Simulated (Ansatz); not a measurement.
Method: PBE-D3(BJ)/def2-SVP (Ansatz, a quantum-chemistry and plane-wave program). No frequencies were computed at this level.

Ansatz 0.2 input:
```yaml
crystal:
  periodic: [false, false, false]
  atoms:
    - { symbol: S, position_ang: [0.665238, -0.000003, -0.000002] }
    - { symbol: H, position_ang: [-0.665238, 0.000003, 0.000002] }
basis:
  gaussian: { orbitals: def2-svp }
hamiltonian:
  xc: pbe
  dispersion: d3bj
relax:
  max_steps: 150
magnetization:
  spin_polarized: true
  initial_magnetization: 1
```

Output:

```
Functional definition: PBE
222 factors; integrals over basis functions are off by at most 1.8e-4 eV
mean field evaluation 1: about -10841.7953 eV, gradient 5.6e0 eV
mean field evaluation 2: about -10841.9290 eV, gradient 3.7e0 eV
mean field evaluation 4: about -10842.0042 eV, gradient 1.0e-1 eV
mean field evaluation 8: about -10842.0034 eV, gradient 4.3e-4 eV
mean field evaluation 16: about -10842.0034 eV, gradient 3.7e-5 eV
mean field -10842.00335954 eV, -398.4362744891 hartree, gradient 5.0e-5 eV, S^2 0.752429; 1 other end points of the search recorded, 0 dependent functions left out
reference -10842.00337429 eV, -398.4362750315 hartree; 9, 8 occupied and 14, 15 virtual orbitals, 222 factors
relax step   1: F+E_penalty+E_count = -10842.01328292 eV  Δ(F+E_penalty+E_count) = +0.000e0 eV  max|allowed force component| = 9.606e-1 eV/Å  Δτ_max = 0.0000 Å  (37 SCF iters, accepted)
these checks for a lower state are left out or cut short: starts, cluster_reference, orbital_swaps, neighbouring_geometries, increment
222 factors; integrals over basis functions are off by at most 1.9e-4 eV
mean field -10842.01736915 eV, -398.4367893331 hartree, gradient 2.9e-5 eV, S^2 0.752451; 0 other end points of the search recorded, 0 dependent functions left out
reference -10842.01738386 eV, -398.4367898736 hartree; 9, 8 occupied and 14, 15 virtual orbitals, 222 factors
relax step   2: F+E_penalty+E_count = -10842.02729154 eV  Δ(F+E_penalty+E_count) = -1.401e-2 eV  max|allowed force component| = 3.675e-1 eV/Å  Δτ_max = 0.0106 Å  (21 SCF iters, accepted)
these checks for a lower state are left out or cut short: starts, cluster_reference, orbital_swaps, neighbouring_geometries, increment
222 factors; integrals over basis functions are off by at most 1.9e-4 eV
mean field evaluation 32: about -10842.0200 eV, gradient 1.5e-5 eV
mean field -10842.01998545 eV, -398.4368854803 hartree, gradient 1.5e-5 eV, S^2 0.752467; 0 other end points of the search recorded, 0 dependent functions left out
reference -10842.02000012 eV, -398.4368860192 hartree; 9, 8 occupied and 14, 15 virtual orbitals, 222 factors
relax step   3: F+E_penalty+E_count = -10842.02990735 eV  Δ(F+E_penalty+E_count) = -2.616e-3 eV  max|allowed force component| = 1.733e-2 eV/Å  Δτ_max = 0.0069 Å  (23 SCF iters, accepted)
these checks for a lower state are left out or cut short: starts, cluster_reference, orbital_swaps, neighbouring_geometries, increment
222 factors; integrals over basis functions are off by at most 1.9e-4 eV
mean field -10842.01999159 eV, -398.4368857058 hartree, gradient 2.6e-5 eV, S^2 0.752468; 0 other end points of the search recorded, 0 dependent functions left out
reference -10842.02000625 eV, -398.4368862446 hartree; 9, 8 occupied and 14, 15 virtual orbitals, 222 factors
relax step   4: F+E_penalty+E_count = -10842.02991346 eV  Δ(F+E_penalty+E_count) = -6.115e-6 eV  max|allowed force component| = 1.778e-4 eV/Å  Δτ_max = 0.0003 Å  (17 SCF iters, accepted)
222 factors; integrals over basis functions are off by at most 1.9e-4 eV
mean field -10842.01999159 eV, -398.4368857058 hartree, gradient 2.6e-5 eV, S^2 0.752468; 2 other end points of the search recorded, 0 dependent functions left out
reference -10842.02000625 eV, -398.4368862446 hartree; 9, 8 occupied and 14, 15 virtual orbitals, 222 factors
Total energy: -10842.02992812 eV, -398.4372508667 hartree
Atom 0 at     0.683094    -0.000003    -0.000002 Å, force     0.000178    -0.000000    -0.000000 eV/Å
Atom 1 at    -0.683094     0.000003     0.000002 Å, force    -0.000178     0.000000     0.000000 eV/Å
Dipole moment:    -0.205803     0.000001     0.000001 e Å
```

Cost: very roughly 1.9 core-seconds.
